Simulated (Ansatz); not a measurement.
## Redistribution: C2H3Cl + C2H6S → C2H4S + C2H5Cl

Species: C2H3Cl `C=CCl`, singlet; C2H6S (ethanethiol) `CCS`, singlet; C2H4S `C=CS`, singlet; C2H5Cl (chloroethane) `CCCl`, singlet. The partners trade Cl for SH; both sit on C, so the bond types are kept.

Shapes, held fixed at every level: PBE0-D4/def2-TZVP. Flexible molecules stand in one conformer, not always the lowest. Programs: Ansatz 0.2.0. Electronic energies: no zero-point or thermal term.

```json
{"level": "HF/def2-TZVPP", "kind": "Hartree–Fock", "ΔE (kJ/mol)": "-9.6", "less CCSD(T)/CBS estimate": "-2.2"}
{"level": "PBE-D4/def2-TZVPP", "kind": "GGA", "ΔE (kJ/mol)": "-8.4", "less CCSD(T)/CBS estimate": "-1.0"}
{"level": "PBE0-D4/def2-TZVPP", "kind": "global hybrid", "ΔE (kJ/mol)": "-8.1", "less CCSD(T)/CBS estimate": "-0.7"}
{"level": "wB97M-V/def2-TZVPP", "kind": "range-separated hybrid", "ΔE (kJ/mol)": "-6.9", "less CCSD(T)/CBS estimate": "+0.5"}
{"level": "wB97X-V/def2-TZVPP", "kind": "range-separated hybrid", "ΔE (kJ/mol)": "-7.0", "less CCSD(T)/CBS estimate": "+0.4"}
{"level": "MP2/def2-TZVPP", "kind": "perturbation theory", "ΔE (kJ/mol)": "-6.6", "less CCSD(T)/CBS estimate": "+0.8"}
{"level": "CCSD(T)/def2-TZVPP", "kind": "coupled cluster or CI", "ΔE (kJ/mol)": "-6.5", "less CCSD(T)/CBS estimate": "+0.9"}
{"level": "CCSD(T)/CBS estimate", "kind": "coupled cluster or CI", "ΔE (kJ/mol)": "-7.4", "less CCSD(T)/CBS estimate": "0.0"}
```

The highest level, CCSD(T)/CBS estimate, gives ΔE = -7.4 kJ/mol; the levels span -9.6 to -6.5. The column of differences is taken from that level and isn't an error. No measured value is set beside it here. The CBS estimate extrapolates MP2 from def2-TZVPP and def2-QZVPP and adds CCSD(T) − MP2 in the triple-zeta set, cores frozen.
